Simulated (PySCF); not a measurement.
**Cl: ionisation energy**

Cl [Ne] 3s2 3p5 (2P) → Cl+ [Ne] 3s2 3p4 (3P), as a difference of total energies. All numbers are calculated (PySCF 2.14, scalar relativity by spin-free X2C-1e, in aug-cc-pCVTZ-DK (8s7p5d3f, 75 functions)). Correlated levels: valence: [Ne] frozen; valence and next inner shell: 1s2 frozen; nothing frozen. The calculations carry no spin-orbit coupling.

| method | ionisation energy (eV) |
| --- | --- |
| UHF | 11.752 |
| LDA | 13.191 |
| PBE | 12.963 |
| PBE0 | 12.944 |
| r2SCAN | 12.991 |
| PW91 | 13.026 |
| wB97M-V | 12.960 |
| MP2 (valence) | 12.753 |
| SCS-MP2 (valence) | 12.753 |
| MP2 (valence and next inner shell) | 12.770 |
| SCS-MP2 (valence and next inner shell) | 12.765 |
| MP2 (all electrons) | 12.772 |
| SCS-MP2 (all electrons) | 12.766 |

Question: Estimate what BLYP gives.

Answer: 12.896 eV, closest to PBE0 among the rows shown.

Question: Estimate what B3LYP gives.

Answer: 13.056 eV, closest to PW91 among the rows shown.

Errors of the correlated levels include the incompleteness of this basis and the frozen core.

For comparison: 12.974 eV (measured; NIST levels, between the centres of gravity of the two terms).
